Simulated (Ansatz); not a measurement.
# BNH₂ (triplet): wave-function methods side by side, def2-QZVPP

One table from this session's results is given with a row withheld; the runs are named, their logs left out.

Computed with Ansatz 0.2.0, Gaussian basis. Level: def2-QZVPP, core rule «outside noble gas», up to 2 orbitals frozen.

The runs, in order: UHF; ROHF; CCSD(T) on UHF.

2 further runs of the same task are left out: 2 set aside as unsound or not needed.

## The geometry

The geometry is a PBE0/def2-TZVP stationary point (not a proven minimum) of the parent state, kept for this charge and spin.

4 atoms, charge 0, spin multiplicity 3.

Atoms are counted from 1 here; the program's logs count them from 0.

Bond lengths: B1–N2 1.371 Å, N2–H3 1.011 Å, N2–H4 1.011 Å. Angles: B1–N2–H3 122.7°, B1–N2–H4 122.7°, H3–N2–H4 114.6°.

The first run:

Contents of in.yaml:

```yaml
crystal:
  periodic: [false, false, false]
  atoms:
    - {symbol: B, position_ang: [0.000000, 0.000000, 0.859982]}
    - {symbol: N, position_ang: [0.000000, 0.000000, -0.511503]}
    - {symbol: H, position_ang: [0.000000, 0.850874, -1.057997]}
    - {symbol: H, position_ang: [0.000000, -0.850874, -1.057997]}
basis:
  gaussian: {orbitals: "def2-QZVPP.json"}
magnetization: {spin_polarized: true, initial_magnetization: 2}
hamiltonian: {xc: hf}
output: {orbitals: {seedname: orbitals}}
```

Started as:

```bash
> ansatz run in.yaml --threads 1 --pin off --events-out ev --progress --plain --max-ram 2393MiB
```

Steps of the session up to this table: UHF; ROHF; CCSD(T) on UHF.

One of the session's tables, all rows but one given; the rest of the session is left out.

| method | from UCCSD(T) (kJ/mol) |
| --- | --- |
| ROHF | +807.1 |
| UHF | +800.6 |
| UMP2 | ? |
| UCCSD | +31.4 |
| UCCSD(T) | 0 |

Estimate the missing values for UMP2.

The run gave: from UCCSD(T) (kJ/mol): +63.6. In the column «from UCCSD(T) (kJ/mol)» it lies between UCCSD (+31.4) and UHF (+800.6).
